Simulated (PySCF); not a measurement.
Species: C2H6S.
Geometry (GFN2-xTB, Å), atoms numbered from 1 in this order:
```
atom  x, y, z in Å
C1    -0.793    0.531    0.101
C2     0.098   -0.678   -0.109
S3     1.716   -0.500    0.726
H4    -1.764    0.359   -0.359
H5    -0.349    1.419   -0.346
H6    -0.939    0.715    1.163
H7    -0.341   -1.572    0.332
H8     0.288   -0.860   -1.167
H9     2.097    0.589    0.062
```

Computed, not measured: PySCF 2.14.0, density-fitted response routines, TDDFT PBE0/def2-SVPD, vertical, gas phase, core orbitals frozen in the response.

Transition dipole moments from the ground state, in atomic units and in the frame of the coordinates above (overall signs are arbitrary), for the states with f of 0.002 or more among the lowest 7:

| state | E (hartree) | μx | μy | μz |
| --- | --- | --- | --- | --- |
| S1 | 0.2019 | -0.170 | 0.124 | 0.125 |
| S2 | 0.2279 | 0.255 | -0.280 | -0.310 |
| S3 | 0.2565 | -0.371 | 0.162 | 0.054 |
| S4 | 0.2641 | 0.230 | 0.017 | 0.195 |
| S5 | 0.2696 | 0.157 | 0.063 | 0.198 |
| S6 | 0.2981 | 0.202 | 0.130 | -0.103 |
| S7 | 0.3044 | -0.169 | 0.339 | -0.052 |

(1) What oscillator strength does each state have?

(2) What angle do the transition dipoles of S2 and S3 make?

## Answers

(1) f = (2/3) ΔE |μ|² with ΔE in hartree (27.2114 eV).

```json
{"state": "S1", "|μ|² (au)": "0.060", "|μ| (D)": "0.62", "f": "0.008"}
{"state": "S2", "|μ|² (au)": "0.239", "|μ| (D)": "1.24", "f": "0.036"}
{"state": "S3", "|μ|² (au)": "0.167", "|μ| (D)": "1.04", "f": "0.029"}
{"state": "S4", "|μ|² (au)": "0.091", "|μ| (D)": "0.77", "f": "0.016"}
{"state": "S5", "|μ|² (au)": "0.068", "|μ| (D)": "0.66", "f": "0.012"}
{"state": "S6", "|μ|² (au)": "0.068", "|μ| (D)": "0.66", "f": "0.014"}
{"state": "S7", "|μ|² (au)": "0.146", "|μ| (D)": "0.97", "f": "0.030"}
```

(2) |cos θ| = |μa·μb| / (|μa| |μb|) = 0.78, so θ ≈ 38° (taken between 0 and 90°, since the signs are arbitrary).

One conformer stands for the species.

Without π bonds the low states may be Rydberg-like; a valence basis with one diffuse set may place them up to an eV too high.
